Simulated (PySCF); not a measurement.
Compound: C3H5F2 (doublet state).
Cartesian coordinates in Å at the GFN2-xTB level; atoms count from 1:
```
atom  x, y, z in Å
C1     1.2548    0.4555   -0.0934
C2     0.1642   -0.4567    0.2784
C3    -1.2294   -0.2206   -0.1269
F4    -1.9729    0.3533    0.8871
F5    -1.8777   -1.3863   -0.4013
H6     0.9661    1.1129   -0.9107
H7     1.5464    1.0819    0.7584
H8     2.1471   -0.1075   -0.3734
H9     0.3460   -1.2697    0.9600
H10   -1.3358    0.4417   -1.0008
```

The hyperfine couplings belong to this conformer and change with its torsions.

Identity: `[CH](C(F)F)C` [radical].

Method used: UKS B3LYP, pcH-1 on C F H, non-relativistic, mean-field spin-orbit, GIAO in PySCF. One conformer (not necessarily the lowest) at the GFN2-xTB geometry, without solvent, vibrations or thermal averaging. A GFN2-xTB geometry isn't a minimum of the functional, and hyperfine couplings can be far from their values at a DFT geometry. The SCF solution wasn't tested for stability.

(1) What is the g tensor, term by term?

(2) What effective moment and Curie constant follow for a powder?

(3) Average each term over the three axes. Which is largest in size?

(4) What are the electron Larmor frequencies g μB B/h along the three axes at 340 mT?

(5) In a frozen sample, at which fields do the three g values resonate at 9.5, 34, 94 and 263 GHz (hyperfine left aside), and which band first spreads them over more than twice a line width of 0.5 mT?

## Answers

(1) 
```tsv
Δg (ppm)	1	2	3
relativistic mass correction	-165	-165	-165
gauge correction	45	29	39
orbital Zeeman/spin–orbit	-145	-14	608
total	-266	-151	481
```

So g = 2.00205, 2.00217, 2.00280 and g_iso = 2.00234; the tensor is rhombic: the two nearest values differ by 15 % of g3 − g1. Axes: g3 points within 10° of the C2–C3 bond.

(2) With the mean of g² = 4.0094 and S(S+1) = 0.75: μ_eff = √(⟨g²⟩S(S+1)) = 1.734 μB and χT = 0.12505·⟨g²⟩·S(S+1) = 0.376 cm³ K/mol (cgs; spin-Hamiltonian part alone).

(3) The mass correction -165, the orbital-Zeeman/spin–orbit term 150 and the gauge correction 37 ppm, for a total of 22 ppm. The mass correction is the same along every axis, so the anisotropy comes from the other two: their spans along these axes are 16 (gauge) and 753 ppm (orbital Zeeman/spin–orbit).

(4) 9.5272, 9.5278, 9.5308 GHz for g1, g2 and g3, a range of 3.6 MHz.

(5) 
```tsv
band	GHz	B(g3) mT	B(g2) mT	B(g1) mT	spread mT
X	9.5	338.90	339.01	339.03	0.13
Q	34.0	1212.91	1213.30	1213.37	0.45
W	94.0	3353.35	3354.41	3354.60	1.25
J	263.0	9382.24	9385.20	9385.74	3.50
```

The spread grows in proportion to the frequency. W band is the first where it exceeds 1.0 mT.

Largest spin populations (Mulliken): C2 (+0.99), C1 (-0.08) and H7 (+0.06). C2 is the only atom above +0.15. The angles at C2 add up to 359.6°, so it is planar; its axial dipolar tensor and the negative coupling of its proton fit spin in a p orbital normal to that plane.

The HOMO–LUMO gaps are 7.57 eV among the α and 6.87 eV among the β orbitals.

Time: 17 s (with the writing of density and orbital grids); peak memory 0.68 GiB. Hardware: an Arm Neoverse V1 with one thread, shared host.
